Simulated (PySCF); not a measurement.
## Calculated NMR parameters of bicyclopropyl

```
Formula                               : C6H10
SMILES                                : C1CC1C1CC1
Point group of the computed structure : C2h
Degrees of unsaturation               : 2
Carbon signals                        : 2
Proton signals                        : 3
```

Structure with atom numbers: `[CH2:1]1[CH2:2][CH:3]1[CH:4]1[CH2:5][CH2:6]1`. Each H is labelled by its parent atom. Ha(C5), Ha(C6) are cis to C3 on the ring; Ha(C1), Ha(C2) are cis to C4 on the ring; Hb(C5), Hb(C6) are trans to C3 on the ring; Hb(C1), Hb(C2) are trans to C4 on the ring.

Method: NMR shieldings at PBE0/pcSseg-1/GIAO, structure optimised with GFN2-xTB, J couplings at B3LYP/pcJ-1 (without the spin–dipole term), in PySCF 2.14.0 with density-fitted response routines (single conformer, no solvent, no relativistic terms, fast rotation and ring inversion assumed for equivalent nuclei).

Shifts are taken against calculated references (same method and geometry level): 1H and 13C against TMS.

| carbon | δC, type | δH (multiplicity, J in Hz) | HMBC from (abs. J ≥ 3 Hz) | span of the C tensor (ppm) |
| --- | --- | --- | --- | --- |
| C1/C2/C5/C6 | 6.3, CH2 | Ha(C1) 0.19 (m); Hb(C1) 0.50 (m) | – | 63 |
| C3/C4 | 18.5, CH | -0.22 (m) | Hb(C1)/Hb(C2)/Hb(C5)/Hb(C6), Ha(C1)/Ha(C2)/Ha(C5)/Ha(C6) | 77 |

Selected couplings (Hz, signed; the shortest-range and largest first, 30 at most; isotopes 13C, 1H): 1J(C1,Hb(C1)) 165.6, 1J(C1,Ha(C1)) 165.4, 1J(C3,H(C3)) 164.0, 1J(C1,C3) 15.6, 2J(Ha(C1),Hb(C1)) -6.2, 3J(Hb(C1),H(C3)) 9.0, 3J(Ha(C1),Hb(C2)) 6.3, 3J(Ha(C1),H(C3)) 5.3.

1. Carbon types of the structure: 2 × CH, 4 × CH2, which accounts for all hydrogens.
2. δC 18.5, 6.3: three-membered-ring carbon; carbons of three-membered rings are unusually shielded.
3. δH 0.50, 0.19, -0.22: hydrogen on a three-membered-ring carbon; cyclopropane-type protons are shielded by the ring.

Multiplet labels drop couplings under 1 Hz and merge nearly equal ones. Couplings among chemically equivalent protons are left out too, so labels in AA′BB′ or AA′XX′ sets are apparent multiplicities. Unscaled 3J(H,H) at this level run about 10 % above measured values. Shifts are as computed. Against solution values, carbons near 30 ppm lie about +3 ppm off and those near 130 ppm about +5 ppm. Of 1211 compounds with measured shifts, 218 miss one by over three times the rms of a fit or turn the order of signals round; such compounds aren't used in these exercises.
